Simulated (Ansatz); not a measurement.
`O=C(O)CS` at its PBE0-D4/def2-TZVP geometry, where that method's forces vanish. The species carries charge 0 and has multiplicity 1.

```xyz
9

O    -0.8051    1.3368    1.2008
C    -0.4479    0.6688    0.2719
O    -1.2160    0.4409   -0.8075
C     0.8831   -0.0162    0.1546
S     0.7389   -1.8059    0.4022
H    -2.0605    0.8848   -0.6481
H     1.5267    0.3487    0.9524
H     1.3434    0.1938   -0.8111
H     0.0373   -2.0518   -0.7152
```

Task: What forces (eV/Å) does B3LYP-D4/def2-TZVPP give on these atoms in Ansatz 0.2.0? (Best estimate.)

Result: The calculation gave: 
```
O1  -0.100  0.168  0.245
C2   0.223 -0.022  0.047
O3  -0.233 -0.026 -0.250
C4   0.227  0.243 -0.026
S5  -0.017 -0.316  0.023
H6  -0.049 -0.003 -0.050
H7  -0.031 -0.016 -0.066
H8  -0.023  0.000  0.067
H9   0.005 -0.027  0.010
```

B3LYP here is the variant with VWN-RPA as its local correlation; programs differ in this.
